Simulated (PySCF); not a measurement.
# AlNH4 (AlH2(NH2)): levels of theory compared

We compute a comparison of 6 runs (B2PLYP/STO-6G, PBE0/STO-6G, UPBE0/STO-6G, CCSDT/STO-6G, QCISD(T)/STO-6G, UCCSD(T)/STO-6G) of AlNH4 (AlH2(NH2)). The job is set up through a Python script.

Program for the calculation: PySCF 2.14.0.

2 further runs of the same task are left out: 2 set aside as unsound or not needed.

## (1) The system as given

The species is AlNH4 (6 atoms), meant as a singlet with charge 0. SMILES: `[H][Al]([H])[NH2]`. The Al1–H2 distance was set to 1.849 Å, away from the relaxed value.

Bond lengths: Al1–N4 1.775 Å, Al1–H3 1.542 Å, N4–H5 1.014 Å, N4–H6 1.014 Å. Angles: Al1–N4–H5 127.0°, Al1–N4–H6 126.7°, H3–Al1–N4 121.7°, H5–N4–H6 106.3°.

## (2) A single-point energy at B2PLYP/STO-6G (run 1)

File input.py:

```python
from pyscf import gto, dft, mp

mol = gto.M(
    atom=[
    ('Al', (0.103213, 0.700917, -0.003137)),
    ('H', (1.951140, 0.754090, 0.040220)),
    ('H', (-0.625547, 2.059687, -0.027797)),
    ('N', (-0.785767, -0.835873, -0.013917)),
    ('H', (-1.111837, -1.346793, -0.826997)),
    ('H', (-1.071237, -1.376353, 0.795493)),
],
    verbose=3,
    basis='sto-6g',
    max_memory=1860,
)

calc0 = dft.RKS(mol, xc='0.53*HF + 0.47*B88, 0.73*LYP')
calc0.conv_tol = 1e-10
calc0.grids.level = 5
calc0.kernel()
if not calc0.converged:
    calc0 = calc0.newton().run(calc0.mo_coeff, calc0.mo_occ)

pt = mp.MP2(calc0, frozen=6).run()
e_tot = calc0.e_tot + 0.27 * pt.e_corr
print('PT2 part  %.8f' % (0.27 * pt.e_corr))
print(f'total energy: {e_tot:.8f} hartree')
```

Launch:

```
$ OMP_NUM_THREADS=1 python input.py
```

The program printed:

```text
converged SCF energy = -298.135750175231
E(RMP2) = -298.235277085441  E_corr = -0.0995269102092936
E(SCS-RMP2) = -298.247420141192  E_corr = -0.111669965960597
PT2 part  -0.02687227
total energy: -298.16262244 hartree
```

Wall time 6.6 s (1 thread of Intel Xeon Platinum 8259CL at 2.50GHz (Skylake/Cascade Lake), shared host); peak memory 0.2 GiB.

## (3) The energy at PBE0/STO-6G (run 2)

File calc.py:

```python
from pyscf import gto, dft

system = gto.Mole()
system.atom = '''
Al     0.195044     1.324541    -0.005928
H      3.687120     1.425024     0.076005
H     -1.182113     3.892244    -0.052529
N     -1.484884    -1.579571    -0.026299
H     -2.101067    -2.545070    -1.562798
H     -2.024345    -2.600930     1.503264
'''
system.unit = 'bohr'
system.verbose = 4
system.max_memory = 1860
system.basis = 'sto-6g'
system.spin = 0
system.build()

mf = dft.RKS(system, xc='pbe0')
mf.grids.level = 5
mf.conv_tol = 1e-10
mf.kernel()
if not mf.converged:
    mf = mf.newton().run(mf.mo_coeff, mf.mo_occ)

e_final = mf.e_tot
print('Final energy', e_final)
```

Launch:

```
$ OMP_NUM_THREADS=1 python calc.py
```

The program printed:

```text
PySCF version 2.14.0

[... 71 lines left out ...]
converged SCF energy = -298.216311789379
Final energy -298.2163117893793
```

It took 7.5 s on 1 thread of Intel Xeon Platinum 8259CL at 2.50GHz (Skylake/Cascade Lake), shared host; peak memory 0.2 GiB.

Runs 3 to 5 aren't shown in full; the table further down has their settings and results.

## (4) The energy at UCCSD(T)/STO-6G (run 6)

File input.py:

```python
from pyscf import gto, scf, cc

mol = gto.Mole()
mol.atom = '''
Al     0.195044     1.324541    -0.005928
H      3.687120     1.425024     0.076005
H     -1.182113     3.892244    -0.052529
N     -1.484884    -1.579571    -0.026299
H     -2.101067    -2.545070    -1.562798
H     -2.024345    -2.600930     1.503264
'''
mol.unit = 'bohr'
mol.basis = 'sto-6g'
mol.verbose = 3
mol.max_memory = 1860
mol.build()

calc0 = scf.UHF(mol)
calc0.conv_tol = 1e-10
calc0.kernel()
if not calc0.converged:
    calc0 = calc0.newton().run(calc0.mo_coeff, calc0.mo_occ)
for _ in range(3):
    mo, _, stable, _ = calc0.stability(return_status=True)
    if stable:
        break
    calc0.kernel(calc0.make_rdm1(mo, calc0.mo_occ))

mycc = cc.CCSD(calc0, frozen=6)
mycc.kernel()
e_t = mycc.ccsd_t()
etot = mycc.e_tot + e_t
print('Final energy', etot)
```

Launch:

```
$ OMP_NUM_THREADS=1 python input.py
```

The program printed:

```text
converged SCF energy = -297.533963666493  <S^2> = 2.3554492e-12  2S+1 = 1
<class 'pyscf.scf.uhf.UHF'> wavefunction is stable in the internal stability analysis
E(UCCSD) = -297.6391011926856  E_corr = -0.105137526192945
UCCSD(T) correction = -0.00123468722717969
Final energy -297.64033587991275
```

Wall time 1.6 s (1 thread of Intel Xeon Platinum 8259CL at 2.50GHz (Skylake/Cascade Lake), shared host); peak memory 0.12 GiB.

## (5) Overview of the runs

| run | level | frozen core orbitals | follow instability | energy (Eh) | dipole moment (D) of the reference | HOMO energy (eV) | LUMO energy (eV) | wall time |
| --- | --- | --- | --- | --- | --- | --- | --- | --- |
| 1 | B2PLYP/STO-6G | 6 | – | -298.162622 | 0.83 | -4.29 | 5.85 | 6.6 s |
| 2 | PBE0/STO-6G | – | – | -298.216312 | 0.90 | -2.58 | 4.28 | 7.5 s |
| 3 | UPBE0/STO-6G | – | yes | -298.216312 | 0.90 | -2.58 | 4.28 | 21 s |
| 4 | CCSDT/STO-6G | 6 | – | -297.640709 | 0.76 | -6.89 | 8.74 | 2.8 s |
| 5 | QCISD(T)/STO-6G | 6 | – | -297.640435 | 0.76 | -6.89 | 8.74 | 1.4 s |
| 6 | UCCSD(T)/STO-6G | 6 | yes | -297.640336 | 0.76 | -6.89 | 8.74 | 1.6 s |

## (6) Outcome

| quantity | value |
| --- | --- |
| run 6: total energy | -297.64034 Eh |
| run 6: dipole moment (Hartree–Fock density) | 0.76 D |
| run 6: HOMO energy (Hartree–Fock orbitals) | -6.89 eV |
| run 6: LUMO energy (Hartree–Fock orbitals) | 8.74 eV |
| run 6: HOMO–LUMO gap (Hartree–Fock orbitals) | 15.63 eV |
| run 6: correlation energy (6 core orbitals frozen) | -106.4 mEh |
| run 6: (T) correction | -1.23 mEh |
| run 6: T1 diagnostic | 0.009 |

What this shows: Over runs 1, 2, 3 the dipole moment (its size) runs from 0.83 D (B2PLYP/STO-6G) to 0.90 D (PBE0/STO-6G). A double hybrid's value is that of its SCF part. Over runs 1, 2, 3 the HOMO–LUMO gap runs from 6.86 eV (UPBE0/STO-6G) to 10.14 eV (B2PLYP/STO-6G). Totals of different functionals can't be ranked against each other. In runs 1, 2, 3, 4, 5, 6 the basis is minimal, so the values are rough. All runs together took 41 s, the longest 21 s.
